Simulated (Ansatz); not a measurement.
Basis sets over 5 cases of the optimised length of bonds to hydrogen at PBE with Ansatz (Al to Cl present), each against its own reference: (a) the value in aug-cc-pV5Z; (b) the value in aug-cc-pVQZ; (c) the value in pcseg-3. By their distance from other large sets or by the extrapolation step the references are unsure by up to roughly 0.0008 Å. Each level at its own minimum; unrestricted open shells; no added dispersion term; no relativity. Cartesian d functions in some cases of 6-31G*, 6-31G**, 6-31+G*, 6-311+G**. (X+d) sets on Al to Cl for cc-pVXZ and aug-cc-pVXZ. Core-valence sets carry the plain set on hydrogen. 

Cases are drawn at random; left out are references unsure by over 0.0017 Å, doubtful singlets, and cases whose largest runs show a restricted determinant unstable towards unrestricted orbitals, <S^2> over 0.1 too high or, where CCSD(T) ran, T1 over 0.025 (0.045 for open shells). Sets are drawn from those converged to one state in every case.

Cases (SMILES) and reference values:
- [S]C (CH3-S), doublet, one C-H bond length: 1.1037 Å (c)
- P (PH3), one P-H bond length: 1.4294 Å (b)
- [CH](Cl)Cl, doublet, one C-H bond length: 1.0862 Å (c)
- [SH] (SH), doublet, one S-H bond length: 1.3557 Å (a)
- [SiH] (SiH), doublet, one Si-H bond length: 1.5432 Å (a)

```json
[
 {"basis": "STO-3G", "functions over def2-SVP (largest species, mean of cases)": "0.4", "mean signed deviation (Å)": "0.0048", "mean absolute": "0.0179", "largest": "0.0291", "within 0.005 Å": "0 of 5"},
 {"basis": "pcseg-0", "functions over def2-SVP (largest species, mean of cases)": "0.6", "mean signed deviation (Å)": "0.0242", "mean absolute": "0.0242", "largest": "0.0391", "within 0.005 Å": "0 of 5"},
 {"basis": "def2-SV(P)", "functions over def2-SVP (largest species, mean of cases)": "0.8", "mean signed deviation (Å)": "0.0158", "mean absolute": "0.0158", "largest": "0.0172", "within 0.005 Å": "0 of 5"},
 {"basis": "6-31G*", "functions over def2-SVP (largest species, mean of cases)": "0.9", "mean signed deviation (Å)": "0.0072", "mean absolute": "0.0072", "largest": "0.0113", "within 0.005 Å": "2 of 5"},
 {"basis": "pcseg-1", "functions over def2-SVP (largest species, mean of cases)": "1.0", "mean signed deviation (Å)": "0.0109", "mean absolute": "0.0109", "largest": "0.0142", "within 0.005 Å": "0 of 5"},
 {"basis": "6-31G**", "functions over def2-SVP (largest species, mean of cases)": "1.0", "mean signed deviation (Å)": "0.0061", "mean absolute": "0.0061", "largest": "0.0101", "within 0.005 Å": "2 of 5"},
 {"basis": "6-31+G*", "functions over def2-SVP (largest species, mean of cases)": "1.1", "mean signed deviation (Å)": "0.0072", "mean absolute": "0.0072", "largest": "0.0101", "within 0.005 Å": "0 of 5"},
 {"basis": "cc-pVDZ", "functions over def2-SVP (largest species, mean of cases)": "1.2", "mean signed deviation (Å)": "0.0119", "mean absolute": "0.0119", "largest": "0.0133", "within 0.005 Å": "0 of 5"},
 {"basis": "6-311+G**", "functions over def2-SVP (largest species, mean of cases)": "1.6", "mean signed deviation (Å)": "0.0050", "mean absolute": "0.0050", "largest": "0.0071", "within 0.005 Å": "2 of 5"},
 {"basis": "aug-pcseg-1", "functions over def2-SVP (largest species, mean of cases)": "1.6", "mean signed deviation (Å)": "0.0103", "mean absolute": "0.0103", "largest": "0.0133", "within 0.005 Å": "0 of 5"},
 {"basis": "6-311++G(2d,2p)", "functions over def2-SVP (largest species, mean of cases)": "2.0", "mean signed deviation (Å)": "0.0008", "mean absolute": "0.0010", "largest": "0.0023", "within 0.005 Å": "5 of 5"},
 {"basis": "pcseg-2", "functions over def2-SVP (largest species, mean of cases)": "2.2", "mean signed deviation (Å)": "0.0016", "mean absolute": "0.0016", "largest": "0.0032", "within 0.005 Å": "5 of 5"},
 {"basis": "def2-TZVPD", "functions over def2-SVP (largest species, mean of cases)": "2.3", "mean signed deviation (Å)": "0.0016", "mean absolute": "0.0016", "largest": "0.0020", "within 0.005 Å": "5 of 5"},
 {"basis": "jun-cc-pV(T+d)Z", "functions over def2-SVP (largest species, mean of cases)": "2.7", "mean signed deviation (Å)": "0.0007", "mean absolute": "0.0007", "largest": "0.0015", "within 0.005 Å": "5 of 5"},
 {"basis": "def2-TZVPPD", "functions over def2-SVP (largest species, mean of cases)": "2.9", "mean signed deviation (Å)": "0.0009", "mean absolute": "0.0009", "largest": "0.0013", "within 0.005 Å": "5 of 5"},
 {"basis": "cc-pCVTZ", "functions over def2-SVP (largest species, mean of cases)": "3.1", "mean signed deviation (Å)": "0.0017", "mean absolute": "0.0017", "largest": "0.0035", "within 0.005 Å": "5 of 5"},
 {"basis": "aug-cc-pVTZ", "functions over def2-SVP (largest species, mean of cases)": "3.5", "mean signed deviation (Å)": "0.0006", "mean absolute": "0.0006", "largest": "0.0012", "within 0.005 Å": "5 of 5"},
 {"basis": "cc-pVQZ", "functions over def2-SVP (largest species, mean of cases)": "4.2", "mean signed deviation (Å)": "-0.0002", "mean absolute": "0.0003", "largest": "0.0010", "within 0.005 Å": "5 of 5"},
 {"basis": "def2-QZVP", "functions over def2-SVP (largest species, mean of cases)": "4.5", "mean signed deviation (Å)": "0.0003", "mean absolute": "0.0003", "largest": "0.0008", "within 0.005 Å": "5 of 5"},
 {"basis": "def2-QZVPP", "functions over def2-SVP (largest species, mean of cases)": "4.5", "mean signed deviation (Å)": "0.0003", "mean absolute": "0.0003", "largest": "0.0008", "within 0.005 Å": "5 of 5"}
]
```

Among the sets for which every case ran a larger relative (same family, alike in diffuse functions, listed or not), the smallest listed that holds all cases within 0.005 Å together with them is 6-311++G(2d,2p), at 2.0 times the functions of def2-SVP. Inside, though some case ran no larger relative to test it: def2-TZVPPD, cc-pCVTZ, aug-cc-pVTZ, cc-pVQZ, def2-QZVP, def2-QZVPP. Largest deviations of relatives not listed, over the cases that ran them: 6-311++G(3df,3pd) 0.0012, cc-pV5Z 0.0001, pcseg-4 0.0002, def2-QZVPPD 0.0008, aug-cc-pV5Z 0.0000, pcseg-3 0.0007, aug-cc-pVQZ 0.0013 Å. A case lies within its reference's uncertainty of the window's edge in 6-31G*. These figures hold for the cases listed.

Ansatz is a program for electronic structure.
